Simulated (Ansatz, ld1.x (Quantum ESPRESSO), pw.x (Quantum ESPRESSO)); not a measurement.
# What a changed setting does to a pw.x run (fcc Ca)

Potential: norm-conserving RRKJ (Kleinman–Bylander form), ld1.x (Quantum ESPRESSO) 7.5, PBEsol; core [Ar], reference 3d0 4s2 4p0; waves: 4p (bound, empty): rc 4.15 bohr; 3d (bound, empty): rc 2.70 bohr; 4s (bound): rc 3.00 bohr; local part: the s channel; core correction: Bessel-smoothed model core, default radius (core density twice the valence density); rho0 0.001.

The reference run (k-mesh 10³, cutoffs 50/200 Ry, Fermi–Dirac 0.01 Ry, mixing_beta 0.4, conv_thr 1e-9, no spin) gives 0.16 GPa at 40.694 Å³/atom, where all-electron LAPW gives -0.02 GPa. This run, with its own iteration cap, changes smearing to mv.

```
&control
  calculation='scf', prefix='x', pseudo_dir='./', outdir='./tmp', tstress=.true., disk_io='none'
/
&system
  ibrav=0, nat=1, ntyp=1, ecutwfc=50, ecutrho=200, nbnd=8,
  occupations='smearing', smearing='mv', degauss=0.01
/
&electrons
  conv_thr=1e-09, mixing_beta=0.4, electron_maxstep=60
/
ATOMIC_SPECIES
Ca 1.0 Ca.UPF
CELL_PARAMETERS angstrom
  0.00000000 2.73002607 2.73002607
  2.73002607 0.00000000 2.73002607
  2.73002607 2.73002607 0.00000000
ATOMIC_POSITIONS crystal
Ca 0.0000 0.0000 0.0000
K_POINTS automatic
10 10 10 0 0 0
```

```bash
pw.x < Ca.scf.in > Ca.scf.out
```

**Question.** How does the run end?

**Answer.** It converges in 6 iterations; the free energy moves by +35.5 meV/atom and the pressure by -0.04 GPa. This scheme is built to cancel the term in the square of the width that Fermi–Dirac smearing leaves in the F of a metal.

```
Message from routine setup:
     using ibrav=0 with symmetry is DISCOURAGED, use correct ibrav instead
     lattice parameter (alat)  =       7.2959  a.u.
     unit-cell volume          =     274.6167 (a.u.)^3
     number of electrons       =         2.00
     number of Kohn-Sham states=            8
     kinetic-energy cutoff     =      50.0000  Ry
     charge density cutoff     =     200.0000  Ry
     scf convergence threshold =      1.0E-09
     Exchange-correlation= PBESOL
     number of k points=    47  Marzari-Vanderbilt smearing, width (Ry)=  0.0100
     iteration #  1     ecut=    50.00 Ry     beta= 0.40
     total energy              =      -6.20881693 Ry
     estimated scf accuracy    <       0.00152720 Ry
     iteration #  2     ecut=    50.00 Ry     beta= 0.40
     total energy              =      -6.20891104 Ry
     estimated scf accuracy    <       0.00052771 Ry
     iteration #  3     ecut=    50.00 Ry     beta= 0.40
     total energy              =      -6.20893230 Ry
     estimated scf accuracy    <       0.00000521 Ry
     iteration #  4     ecut=    50.00 Ry     beta= 0.40
     total energy              =      -6.20893377 Ry
     estimated scf accuracy    <       0.00000015 Ry
     iteration #  5     ecut=    50.00 Ry     beta= 0.40
     total energy              =      -6.20893380 Ry
     estimated scf accuracy    <       0.00000005 Ry
     iteration #  6     ecut=    50.00 Ry     beta= 0.40
     the Fermi energy is     2.2144 ev
!    total energy              =      -6.20893380 Ry
     estimated scf accuracy    <          1.6E-11 Ry
     smearing contrib. (-TS)   =      -0.00004566 Ry
     The total energy is F=E-TS. E is the sum of the following terms:
     one-electron contribution =       1.21793362 Ry
     hartree contribution      =       0.00213376 Ry
     xc contribution           =      -5.65153327 Ry
     ewald contribution        =      -1.77742225 Ry
     convergence has been achieved in   6 iterations
          total   stress  (Ry/bohr**3)                   (kbar)     P=        1.19
     Message from routine punch:
     Nothing written, as per user request (disk_io='none')
```

The run took about 13 s on one core of a shared host (Neoverse-N1, 64 threads, 124 GiB, load 57).
